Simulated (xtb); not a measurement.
A run for xtb: GFN1-xTB on dimethyl sulfide (SMILES CSC).

```
$ xtb mol.xyz --gfn 1 --sp --chrg 0 --uhf 0
9

C      1.37112086     0.15905052     0.03707107
S     -0.03554231     0.22375816     1.17609500
C     -1.37223818    -0.15201542     0.01320818
H      1.27398734     0.90896463    -0.74875746
H      1.46835515    -0.83095841    -0.40987560
H      2.26644176     0.37245982     0.61925938
H     -1.23766147    -1.13778759    -0.43342011
H     -2.30247267    -0.14561351     0.57951984
H     -1.43199050     0.60214179    -0.77229095
```

Program output:

```
[...]
           -------------------------------------------------
          |                Calculation Setup                |
           -------------------------------------------------



           -------------------------------------------------
          |                 G F N 1 - x T B                 |
           -------------------------------------------------

        Reference                      10.1021/acs.jctc.7b00118
      * Hamiltonian:
        H0-scaling (s, p, d)           1.850000    2.250000    2.000000
        zeta-weighting                 0.000000
      * Dispersion:
        s8                             2.400000
        a1                             0.630000
        a2                             5.000000
        s9                             0.000000
      * Repulsion:
        kExp                           1.500000
        rExp                           1.000000
      * Coulomb:
        alpha                          2.000000
        third order                    atomic
        anisotropic                    false
      * Halogen bond correction:
        rad-scale                      1.300000
        damping                        0.440000


          ...................................................
          :                      SETUP                      :
          :.................................................:
          :  # basis functions                  30          :
          :  # atomic orbitals                  29          :
          :  # shells                           19          :
          :  # electrons                        20          :
          :  # halogen bonds                     0          :
          :  max. iterations                   250          :
          :  Hamiltonian                  GFN1-xTB          :
          :  restarted?                      false          :
          :  GBSA solvation                  false          :
          :  PC potential                    false          :
          :  electronic temp.          300.0000000     K    :
          :  accuracy                    1.0000000          :
          :  -> integral cutoff          0.2500000E+02      :
          :  -> integral neglect         0.1000000E-07      :
          :  -> SCF convergence          0.1000000E-05 Eh   :
          :  -> wf. convergence          0.2000000E-04 e    :
          :  Broyden damping             0.4000000          :
          :  net charge                          0          :
          :  unpaired electrons                  0          :
          ...................................................

 iter      E             dE          RMSdq      gap      omega  full diag
   1    -11.2539156 -0.112539E+02  0.669E+00    5.25       0.0  T
   2    -11.2617603 -0.784475E-02  0.404E+00    5.38       1.0  T
   3    -11.2622149 -0.454561E-03  0.575E-01    5.39       1.0  T
   4    -11.2628132 -0.598324E-03  0.209E-01    5.43       1.0  T
   5    -11.2629972 -0.184002E-03  0.388E-02    5.40       1.0  T
   6    -11.2630028 -0.556429E-05  0.186E-04    5.40     179.5  T
   7    -11.2630028 -0.422506E-10  0.161E-04    5.40     207.7  T
   8    -11.2630028 -0.301430E-10  0.311E-05    5.40    1072.4  T

   *** convergence criteria satisfied after 8 iterations ***

         #    Occupation            Energy/Eh            Energy/eV
      -------------------------------------------------------------
         1        2.0000           -0.8543154             -23.2471
       ...           ...                  ...                  ...
         4        2.0000           -0.5385330             -14.6542
         5        2.0000           -0.5353955             -14.5689
         6        2.0000           -0.5289153             -14.3925
         7        2.0000           -0.5174271             -14.0799
         8        2.0000           -0.4859182             -13.2225
         9        2.0000           -0.4674297             -12.7194
        10        2.0000           -0.3861426             -10.5075 (HOMO)
        11                         -0.1877578              -5.1092 (LUMO)
        12                         -0.1577958              -4.2938
        13                         -0.1050474              -2.8585
        14                         -0.1019870              -2.7752
        15                         -0.0781821              -2.1274
       ...                                ...                  ...
        29                          0.4484061              12.2017
      -------------------------------------------------------------
                  HL-Gap            0.1983848 Eh            5.3983 eV
             Fermi-level           -0.2869502 Eh           -7.8083 eV

 SCC (total)                   0 d,  0 h,  0 min,  0.003 sec
 SCC setup                      ...        0 min,  0.000 sec (  1.697%)
 Dispersion                     ...        0 min,  0.000 sec (  0.889%)
 classical contributions        ...        0 min,  0.000 sec (  0.358%)
 integral evaluation            ...        0 min,  0.001 sec ( 24.490%)
 iterations                     ...        0 min,  0.001 sec ( 28.311%)
 molecular gradient             ...        0 min,  0.001 sec ( 41.712%)
 printout                       ...        0 min,  0.000 sec (  2.035%)

         :::::::::::::::::::::::::::::::::::::::::::::::::::::
         ::                     SUMMARY                     ::
         :::::::::::::::::::::::::::::::::::::::::::::::::::::
         :: total energy             -11.150827485157 Eh    ::
         :: gradient norm              0.003526790247 Eh/a0 ::
         :: HOMO-LUMO gap              5.398325023851 eV    ::
         ::.................................................::
         :: SCC energy               -11.263002753354 Eh    ::
         :: -> electrostatic           0.003164300529 Eh    ::
         :: repulsion energy           0.114524120701 Eh    ::
         :: dispersion energy         -0.002348852504 Eh    ::
         :: halogen bond corr.         0.000000000000 Eh    ::
         :: add. restraining           0.000000000000 Eh    ::
         :: total charge              -0.000000000000 e     ::
         :::::::::::::::::::::::::::::::::::::::::::::::::::::

           -------------------------------------------------
          |                Property Printout                |
           -------------------------------------------------

    * Orbital Energies and Occupations

         #    Occupation            Energy/Eh            Energy/eV
      -------------------------------------------------------------
         1        2.0000           -0.8543154             -23.2471
         2        2.0000           -0.6326222             -17.2145
         3        2.0000           -0.6266773             -17.0528
         4        2.0000           -0.5385330             -14.6542
         5        2.0000           -0.5353955             -14.5689
         6        2.0000           -0.5289153             -14.3925
         7        2.0000           -0.5174271             -14.0799
         8        2.0000           -0.4859182             -13.2225
         9        2.0000           -0.4674297             -12.7194
        10        2.0000           -0.3861426             -10.5075 (HOMO)
        11                         -0.1877578              -5.1092 (LUMO)
        12                         -0.1577958              -4.2938
        13                         -0.1050474              -2.8585
        14                         -0.1019870              -2.7752
        15                         -0.0781821              -2.1274
        16                         -0.0709218              -1.9299
        17                         -0.0551537              -1.5008
        18                         -0.0519837              -1.4145
Note: The following floating-point exceptions are signalling: IEEE_DENORMAL
normal termination of xtb
        19                         -0.0173625              -0.4725
        20                         -0.0151289              -0.4117
        21                         -0.0134533              -0.3661
       ...                                ...                  ...
        29                          0.4484061              12.2017
      -------------------------------------------------------------
                  HL-Gap            0.1983848 Eh            5.3983 eV
             Fermi-level           -0.2869502 Eh           -7.8083 eV

  Mulliken/CM5 charges         n(s)   n(p)   n(d)
     1C    -0.02288 -0.15592   1.009  3.013  0.000
     2S    -0.12873 -0.17919   1.929  4.201 -0.001
     3C    -0.02288 -0.15592   1.009  3.013  0.000
     4H     0.02579  0.07841   0.974  0.000  0.000
     5H     0.02579  0.07841   0.974  0.000  0.000
     6H     0.03566  0.08868   0.964  0.000  0.000
     7H     0.02579  0.07841   0.974  0.000  0.000
     8H     0.03566  0.08868   0.964  0.000  0.000
     9H     0.02579  0.07841   0.974  0.000  0.000

Wiberg/Mayer (AO) data.
largest (>0.10) Wiberg bond orders for each atom

 ---------------------------------------------------------------------------
     #   Z sym  total        # sym  WBO       # sym  WBO       # sym  WBO
 ---------------------------------------------------------------------------
     1   6 C    3.989 --     2 S    0.994     5 H    0.992     4 H    0.992
                             6 H    0.988
     2  16 S    2.042 --     1 C    0.994     3 C    0.994
     3   6 C    3.989 --     2 S    0.994     7 H    0.992     9 H    0.992
                             8 H    0.988
     4   1 H    1.011 --     1 C    0.992
     5   1 H    1.011 --     1 C    0.992
     6   1 H    1.009 --     1 C    0.988
     7   1 H    1.011 --     3 C    0.992
     8   1 H    1.009 --     3 C    0.988
     9   1 H    1.011 --     3 C    0.992
 ---------------------------------------------------------------------------

Topologies differ in total number of bonds
Writing topology from bond orders to xtbtopo.mol

 dipole moment from electron density (au)
     X       Y       Z
   0.0157  -0.0986  -0.5155  total (Debye):    1.335


           -------------------------------------------------
          | TOTAL ENERGY              -11.150827485157 Eh   |
          | GRADIENT NORM               0.003526790247 Eh/α |
          | HOMO-LUMO GAP               5.398325023851 eV   |
           -------------------------------------------------

------------------------------------------------------------------------
------------------------------------------------------------------------
 total:
 SCF:
```

The run finished.

Cost: very roughly 0.020 core-seconds.
